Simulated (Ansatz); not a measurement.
# The silicon atom (triplet): density functionals in def2-TZVPP, part 2 of 2

Ansatz 0.2.0, Gaussian basis; def2-TZVPP, all electrons in the functionals, frozen cores in the correlation of double hybrids and RPA. The steps go on from the part before.

**11. r2SCAN0 (unrestricted)**

Input file in.yaml:

```yaml
crystal:
  periodic: [false, false, false]
  atoms:
    - {symbol: Si, position_ang: [0.000000, 0.000000, 0.000000]}
basis:
  gaussian: {orbitals: def2-TZVPP}
magnetization: {spin_polarized: true, initial_magnetization: 2}
hamiltonian: {xc: {name: r2SCAN0}}
```

Started as:

```bash
$ ansatz run in.yaml --threads 1 --pin off --events-out ev --progress --plain --max-ram 2393MiB
```

Standard output, shortened:

```text
Functional definition: r2SCAN0
  name "r2SCAN0"
  cite "Bursch, Neugebauer, Ehlert & Grimme, J. Chem. Phys. 156, 134105 (2022) doi:10.1063/5.0086040"
  cite "Furness, Kaplan, Ning, Perdew & Sun, J. Phys. Chem. Lett. 11, 8208 (2020) doi:10.1021/acs.jpclett.0c02405"
  cite "Furness, Kaplan, Ning, Perdew & Sun, J. Phys. Chem. Lett. 11, 9248 (2020) doi:10.1021/acs.jpclett.0c03077"
  parent r2scan
[...]
291 factors; their error is unknown
[...]
mean field -7873.33578516 eV, -289.3397533659 hartree, gradient 2.0e-5 eV, S^2 2.010225; 0 other end points of the search recorded, 0 dependent functions left out
reference -7873.33579249 eV, -289.3397536353 hartree; 8, 6 occupied and 34, 36 virtual orbitals, 291 factors
Total energy: -7873.33579249 eV, -289.3397536353 hartree
```

Wall time 0.6 s (1 thread of Intel Xeon Platinum 8488C, shared host).

From the report: ⟨S²⟩ of the determinant 2.010 (pure triplet: 2.00).

**12. BHLYP (unrestricted)**

Changes to in.yaml since step 11:

```diff
@@ -7,2 +7,2 @@
 magnetization: {spin_polarized: true, initial_magnetization: 2}
-hamiltonian: {xc: {name: r2SCAN0}}
+hamiltonian: {xc: {name: BHLYP}}
```

The command is unchanged.

Standard output:

```text
Functional definition: BHLYP
  name "BHLYP"
  cite "Becke, J. Chem. Phys. 98, 1372 (1993) doi:10.1063/1.464304"
  cite "Becke, Phys. Rev. A 38, 3098 (1988) doi:10.1103/PhysRevA.38.3098"
  cite "Lee, Yang & Parr, Phys. Rev. B 37, 785 (1988) doi:10.1103/PhysRevB.37.785"
  parameter a = 0.5
  exchange = (1 - a)*b88_x + a*exact_x
  correlation = lyp_c
310 factors; their error is unknown
mean field evaluation 1: about -7874.2269 eV, gradient 2.8e0 eV
mean field evaluation 2: about -7874.2959 eV, gradient 7.9e-1 eV
mean field evaluation 4: about -7874.3018 eV, gradient 3.4e-2 eV
mean field evaluation 8: about -7874.3491 eV, gradient 7.4e-4 eV
mean field -7874.34912819 eV, -289.3769930355 hartree, gradient 1.5e-5 eV, S^2 2.005880; 0 other end points of the search recorded, 0 dependent functions left out
reference -7874.34922078 eV, -289.3769964379 hartree; 8, 6 occupied and 34, 36 virtual orbitals, 310 factors
Total energy: -7874.34922078 eV, -289.3769964379 hartree
```

Wall time 0.27 s (1 thread of Intel Xeon Platinum 8488C, shared host).

From the report: ⟨S²⟩ of the determinant 2.006 (pure triplet: 2.00).

**13. CAM-B3LYP (unrestricted)**

Changes to in.yaml since step 12:

```diff
@@ -7,2 +7,2 @@
 magnetization: {spin_polarized: true, initial_magnetization: 2}
-hamiltonian: {xc: {name: BHLYP}}
+hamiltonian: {xc: {name: CAM-B3LYP}}
```

Launched as before.

Standard output, shortened:

```text
Functional definition: CAM-B3LYP
  name "CAM-B3LYP"
  cite "Yanai, Tew & Handy, Chem. Phys. Lett. 393, 51 (2004) doi:10.1016/j.cplett.2004.06.011"
  cite "Iikura, Tsuneda, Yanai & Hirao, J. Chem. Phys. 115, 3540 (2001) doi:10.1063/1.1383587"
  cite "Becke, Phys. Rev. A 38, 3098 (1988) doi:10.1103/PhysRevA.38.3098"
  cite "Lee, Yang & Parr, Phys. Rev. B 37, 785 (1988) doi:10.1103/PhysRevB.37.785"
  cite "Vosko, Wilk & Nusair, Can. J. Phys. 58, 1200 (1980) doi:10.1139/p80-159"
[...]
  # Exact exchange under (alpha + beta erf(omega r))/r, Becke's under what is left of 1/r.
[...]
291 factors; their error is unknown
63 factors; integrals over basis functions are off by at most 1.3e-4 eV
[...]
mean field -7874.34654642 eV, -289.3768981573 hartree, gradient 8.0e-6 eV, S^2 2.004567; 0 other end points of the search recorded, 0 dependent functions left out
reference -7874.34661223 eV, -289.3769005755 hartree; 8, 6 occupied and 34, 36 virtual orbitals, 291 factors
Total energy: -7874.34661223 eV, -289.3769005755 hartree
```

It took 0.33 s on 1 thread of Intel Xeon Platinum 8488C, shared host.

From the report: ⟨S²⟩ of the determinant 2.005 (pure triplet: 2.00).

**14. wB97X-V (unrestricted)**

Changes to in.yaml since step 13:

```diff
@@ -7,2 +7,2 @@
 magnetization: {spin_polarized: true, initial_magnetization: 2}
-hamiltonian: {xc: {name: CAM-B3LYP}}
+hamiltonian: {xc: {name: wB97X-V}}
```

The command is unchanged.

Standard output, shortened:

```text
Functional definition: wB97X-V
  name "wB97X-V"
  cite "Mardirossian & Head-Gordon, Phys. Chem. Chem. Phys. 16, 9904 (2014) doi:10.1039/C3CP54374A"
  cite "Becke, J. Chem. Phys. 107, 8554 (1997) doi:10.1063/1.475007"
  cite "Vydrov & Van Voorhis, J. Chem. Phys. 133, 244103 (2010) doi:10.1063/1.3521275"
[...]
      + integral(e_c_pw_opposite_spin*poly(b97_u_opposite, cos0, cos1)) + vv10(b, c)
291 factors; their error is unknown
52 factors; integrals over basis functions are off by at most 1.4e-4 eV
[...]
mean field -7872.72905781 eV, -289.3174565472 hartree, gradient 2.3e-5 eV, S^2 2.004267; 0 other end points of the search recorded, 0 dependent functions left out
reference -7872.72905920 eV, -289.3174565981 hartree; 8, 6 occupied and 34, 36 virtual orbitals, 291 factors
Total energy: -7872.72905920 eV, -289.3174565981 hartree
```

Run time: 0.81 s. Hardware: 1 thread of Intel Xeon Platinum 8488C, shared host.

From the report: ⟨S²⟩ of the determinant 2.004 (pure triplet: 2.00).

**15. wB97M-V (unrestricted)**

Changes to in.yaml since step 14:

```diff
@@ -7,2 +7,3 @@
 magnetization: {spin_polarized: true, initial_magnetization: 2}
-hamiltonian: {xc: {name: wB97X-V}}
+hamiltonian: {xc: {name: wB97M-V}}
+output: {orbitals: {seedname: orbitals}}
```

The command is unchanged.

Standard output, shortened:

```text
Functional definition: wB97M-V
  name "wB97M-V"
  cite "Mardirossian & Head-Gordon, J. Chem. Phys. 144, 214110 (2016) doi:10.1063/1.4952647"
  cite "Becke, J. Chem. Phys. 107, 8554 (1997) doi:10.1063/1.475007"
  cite "Vydrov & Van Voorhis, J. Chem. Phys. 133, 244103 (2010) doi:10.1063/1.3521275"
  # Of w^i u^j: cxij and so on, Table III.
[...]
  gx(w, u) = 1 - cx + cx01*u + cx10*w
  gss(w, u) = css00 + css04*u^4 + css10*w + css20*w^2 + css43*w^4*u^3
  gos(w, u) = cos00 + cos10*w + (cos20 + cos21*u)*w^2 + (cos60 + cos61*u)*w^6
[...]
      + integral(e_c_pw_mod_opposite_spin*gos(b97_w_opposite, b97_u_opposite)) + vv10(b, c)
291 factors; their error is unknown
52 factors; integrals over basis functions are off by at most 1.4e-4 eV
[...]
mean field -7873.68263455 eV, -289.3524998458 hartree, gradient 8.2e-5 eV, S^2 2.001467; 0 other end points of the search recorded, 0 dependent functions left out
reference -7873.68265817 eV, -289.3525007139 hartree; 8, 6 occupied and 34, 36 virtual orbitals, 291 factors
Total energy: -7873.68265817 eV, -289.3525007139 hartree
```

Wall time 0.81 s (1 thread of Intel Xeon Platinum 8488C, shared host).

From the report: ⟨S²⟩ of the determinant 2.001 (pure triplet: 2.00).

**16. HSE06 (unrestricted)**

Changes to in.yaml since step 15:

```diff
@@ -7,3 +7,2 @@
 magnetization: {spin_polarized: true, initial_magnetization: 2}
-hamiltonian: {xc: {name: wB97M-V}}
-output: {orbitals: {seedname: orbitals}}
+hamiltonian: {xc: {name: HSE06}}
```

The command is unchanged.

Standard output, shortened:

```text
Functional definition: HSE06
  name "HSE06"
  cite "Heyd, Scuseria & Ernzerhof, J. Chem. Phys. 118, 8207 (2003) doi:10.1063/1.1564060"
  cite "Krukau, Vydrov, Izmaylov & Scuseria, J. Chem. Phys. 125, 224106 (2006) doi:10.1063/1.2404663"
  cite "Heyd & Scuseria, J. Chem. Phys. 120, 7274 (2004) doi:10.1063/1.1668634"
  cite "Ernzerhof & Perdew, J. Chem. Phys. 109, 3313 (1998) doi:10.1063/1.476928"
  cite "Perdew, Burke & Ernzerhof, Phys. Rev. Lett. 77, 3865 (1996) doi:10.1103/PhysRevLett.77.3865"
  parent pbe
[...]
  # The whole range is PBE's own exchange, as in plane waves. The composition of these papers is wPBEh.
[...]
291 factors; their error is unknown
19 factors; integrals over basis functions are off by at most 8.2e-5 eV
[...]
mean field -7870.70276540 eV, -289.2429916744 hartree, gradient 4.0e-5 eV, S^2 2.005581; 1 other end points of the search recorded, 0 dependent functions left out
reference -7870.70278975 eV, -289.2429925693 hartree; 8, 6 occupied and 34, 36 virtual orbitals, 291 factors
Total energy: -7870.70278975 eV, -289.2429925693 hartree
```

It took 0.54 s on 1 thread of Intel Xeon Platinum 8488C, shared host.

From the report: ⟨S²⟩ of the determinant 2.006 (pure triplet: 2.00).

**17. B2PLYP (unrestricted)**

Changes to in.yaml since step 16:

```diff
@@ -7,2 +7,3 @@
 magnetization: {spin_polarized: true, initial_magnetization: 2}
-hamiltonian: {xc: {name: HSE06}}
+hamiltonian: {xc: {name: B2PLYP}}
+correlation: {electrons: outside_noble_gas}
```

Same command.

Standard output, shortened:

```text
Functional definition: B2PLYP
  name "B2PLYP"
  cite "Grimme, J. Chem. Phys. 124, 034108 (2006) doi:10.1063/1.2148954"
  cite "Becke, Phys. Rev. A 38, 3098 (1988) doi:10.1103/PhysRevA.38.3098"
  cite "Lee, Yang & Parr, Phys. Rev. B 37, 785 (1988) doi:10.1103/PhysRevB.37.785"
[...]
245 factors; integrals over basis functions are off by at most 1.4e-4 eV
[...]
mean field -7870.45326924 eV, -289.2338228598 hartree, gradient 7.1e-7 eV, S^2 2.007226; 0 other end points of the search recorded, 0 dependent functions left out
5 core orbitals not correlated: weight in the atoms' cores, before any rotation towards them, 1.000 or more for the frozen orbitals, at most 0.000 for the correlated occupied ones
reference -7870.45335616 eV, -289.2338260540 hartree; 3, 1 occupied and 34, 36 virtual orbitals, 245 factors
second order -1.96450829 eV of doubles, -0.00000000 eV of singles
Total energy: -7870.98377340 eV, -289.2533185280 hartree
```

Wall time 0.36 s (1 thread of Intel Xeon Platinum 8488C, shared host).

From the report: ⟨S²⟩ of the determinant 2.007 (pure triplet: 2.00).

**18. PBE-QIDH (unrestricted)**

Changes to in.yaml since step 17:

```diff
@@ -7,3 +7,3 @@
 magnetization: {spin_polarized: true, initial_magnetization: 2}
-hamiltonian: {xc: {name: B2PLYP}}
+hamiltonian: {xc: {name: PBE-QIDH}}
 correlation: {electrons: outside_noble_gas}
```

Same command.

Standard output, shortened:

```text
Functional definition: PBE-QIDH
  name "PBE-QIDH"
  cite "Brémond, Sancho-García, Pérez-Jiménez & Adamo, J. Chem. Phys. 141, 031101 (2014) doi:10.1063/1.4890314"
  cite "Perdew, Burke & Ernzerhof, Phys. Rev. Lett. 77, 3865 (1996) doi:10.1103/PhysRevLett.77.3865"
[...]
245 factors; integrals over basis functions are off by at most 1.4e-4 eV
[...]
mean field -7867.83803886 eV, -289.1377149158 hartree, gradient 3.5e-6 eV, S^2 2.009988; 0 other end points of the search recorded, 0 dependent functions left out
5 core orbitals not correlated: weight in the atoms' cores, before any rotation towards them, 1.000 or more for the frozen orbitals, at most 0.000 for the correlated occupied ones
reference -7867.83804634 eV, -289.1377151910 hartree; 3, 1 occupied and 34, 36 virtual orbitals, 245 factors
second order -1.78594468 eV of doubles, -0.00000000 eV of singles
Total energy: -7868.43336124 eV, -289.1595926098 hartree
```

Run time: 0.36 s. Hardware: 1 thread of Intel Xeon Platinum 8488C, shared host.

From the report: ⟨S²⟩ of the determinant 2.010 (pure triplet: 2.00).

**19. RPA-PBE**

Input file in.yaml:

```yaml
crystal:
  periodic: [false, false, false]
  atoms:
    - {symbol: Si, position_ang: [0.000000, 0.000000, 0.000000]}
basis:
  gaussian: {orbitals: def2-TZVPP}
magnetization: {spin_polarized: true, initial_magnetization: 2}
hamiltonian: {xc: {name: PBE}}
correlation: {method: rpa, electrons: outside_noble_gas}
```

Same command.

Standard output, shortened:

```text
Functional definition: PBE
  name "PBE"
  cite "Perdew, Burke & Ernzerhof, Phys. Rev. Lett. 77, 3865 (1996) doi:10.1103/PhysRevLett.77.3865"
  parent pbe
[...]
245 factors; integrals over basis functions are off by at most 1.4e-4 eV
[...]
mean field -7870.15583478 eV, -289.2228923450 hartree, gradient 5.0e-6 eV, S^2 2.003936; 3 other end points of the search recorded, 0 dependent functions left out
5 core orbitals not correlated: weight in the atoms' cores, before any rotation towards them, 1.000 or more for the frozen orbitals, at most 0.000 for the correlated occupied ones
reference -7859.81107779 eV, -288.8427295376 hartree; 3, 1 occupied and 34, 36 virtual orbitals, 245 factors
Total energy: -7863.68656769 eV, -288.9851511645 hartree
```

It took 0.6 s on 1 thread of Intel Xeon Platinum 8488C, shared host.

From the report: ⟨S²⟩ of the determinant 2.004 (pure triplet: 2.00).

**20. Side by side**

```csv
functional,energy (eV),⟨S²⟩,time
SPW92,-7842.3844,2.001,0.27 s
PBE,-7870.1559,2.004,0.42 s
BLYP,-7874.3608,2.003,0.39 s
revPBE,-7872.6732,2.005,0.39 s
r2SCAN,-7873.3770,2.010,0.9 s
B97M-V,-7872.0114,2.004,1.4 s
PBE0,-7870.8793,2.006,0.27 s
B3LYP,-7874.7598,2.004,0.45 s
r2SCANh,-7873.3592,2.010,1 s
r2SCAN0,-7873.3358,2.010,0.6 s
BHLYP,-7874.3492,2.006,0.27 s
CAM-B3LYP,-7874.3466,2.005,0.33 s
wB97X-V,-7872.7291,2.004,0.81 s
wB97M-V,-7873.6827,2.001,0.81 s
HSE06,-7870.7028,2.006,0.54 s
B2PLYP,-7870.9838,2.007,0.36 s
PBE-QIDH,-7868.4334,2.010,0.36 s
RPA-PBE,-7863.6866,2.004,0.6 s
```

Orbital levels of the runs that wrote orbitals: PBE HOMO -4.56, LUMO -4.32 eV; PBE0 HOMO -5.61, LUMO -3.37 eV; wB97M-V HOMO -7.25, LUMO -1.28 eV.

**21. Results**

What follows sums up all 2 parts.

```
                quantity                       value
spread of total energies                     32.4 eV
       quickest, slowest  SPW92 0.27 s, B97M-V 1.4 s
```

**Reading.** Total energies of different functionals can't be ranked; only differences within one functional count. These atomic energies are the zero for atomisation energies at the same level.
